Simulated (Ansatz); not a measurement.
Program: Ansatz. Geometries: PBE0-D4/def2-TZVP. ΔE: electronic, gas phase. CBS: MP2 limit from def2 TZ/QZ plus the TZ coupled-cluster correction, frozen cores. This one scheme is used for every species. Functionals use def2-TZVPP. One conformer a species, not always the lowest.

Reaction (ligand exchange at the Si–O bond): `B[SiH2]O` + HCl → `B[SiH2]Cl` + H₂O

| species | r2SCANh-D4 energy (Eh) |
| --- | --- |
| `B[SiH2]O` | -392.52835 |
| HCl | -460.78460 |
| `B[SiH2]Cl` | -776.89972 |
| H₂O | -76.41866 |

Problem. Work out ΔE.

Solution. ΔE = (-776.89972) + (-76.41866) − (-392.52835) − (-460.78460) = -0.00543 Eh = -14.3 kJ/mol. CCSD(T)/CBS gives -16.1 kJ/mol.

Largest T1 diagnostic among the species: 0.012.

At CCSD(T), def2-SVP lies +4.7 kJ/mol from the extrapolated value and def2-TZVPP +5.5 kJ/mol. Leaving LDA and LC-ωPBE aside and taking each functional with its dispersion term where it has one, the values, not all of them listed here, spread over 11.5 kJ/mol, from revPBE-D4 to CAM-B3LYP-D4. LDA lies +5.5 kJ/mol from PBE without D4.
